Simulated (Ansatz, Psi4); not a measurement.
# Heat of formation of NO2F (SMILES O=[N+]([O-])F) from total energies

NO2F has 4 atoms, charge 0, and is taken as a singlet. As SMILES, `O=[N+]([O-])F`. Geometry: relaxed at PBE0-D4/def2-TZVP.

Total energies at MP2/cc-pVTZ, 4 core orbitals frozen (Psi4 1.11); the atoms run unrestricted:

```tsv
species	state	energy (Eh)
NO2F	singlet	-304.482219
O	triplet	-74.954902
N	quartet	-54.496617
F	doublet	-99.605360
```

Harmonic wavenumbers at PBE0-D4/def2-TZVP, in cm⁻¹: 597, 621, 796, 867, 1412, 1924.

Measured heats of formation of the gaseous atoms at 298.15 K, in kJ/mol: O 249.2, N 472.4, F 79.4. Spin-orbit lowering of the atoms at 298 K (mean of the ground term's levels less their thermal mean, from spectra), in kJ/mol: O 0.40, F 1.29. Take 1 Eh = 2625.50 kJ/mol, 1 cm⁻¹ = 0.0119627 kJ/mol, RT = 2.479 kJ/mol.

**Question.** What heat of formation follows?

**Answer.** 
1. Electronic atomisation energy: 2 × (-74.954902) + (-54.496617) + (-99.605360) − (-304.482219) = 0.470438 Eh = 1235.1 kJ/mol.
2. Zero-point energy: half the sum of the wavenumbers, 3108.5 cm⁻¹ = 37.2 kJ/mol.
3. Thermal vibrational enthalpy, Σ hcν̃/(exp(hcν̃/kT) − 1): 1.2 kJ/mol. Translation, rotation and pV of a non-linear molecule: 4 RT = 9.9 kJ/mol.
4. The 4 free atoms carry 5/2 RT each: 24.8 kJ/mol.
5. Spin-orbit coupling lowers the free atoms by 2 × 0.40 + 1.29 = 2.1 kJ/mol.
6. Atomisation enthalpy at 298 K: 1235.1 − 2.1 − 37.2 − 1.2 − 9.9 + 24.8 = 1209.5 kJ/mol.
7. Sum of the atoms' heats of formation: 1050.2 kJ/mol. Heat of formation: 1050.2 − 1209.5 = -159.3 kJ/mol.

The tabulated value is -108.8 kJ/mol (NIST-JANAF tables), so this level is off by -50.5 kJ/mol, or 4.4 % of the atomisation enthalpy that the table implies (1159.0 kJ/mol). Anharmonicity and any spin-orbit splitting of the molecule are left out, and so is core correlation.
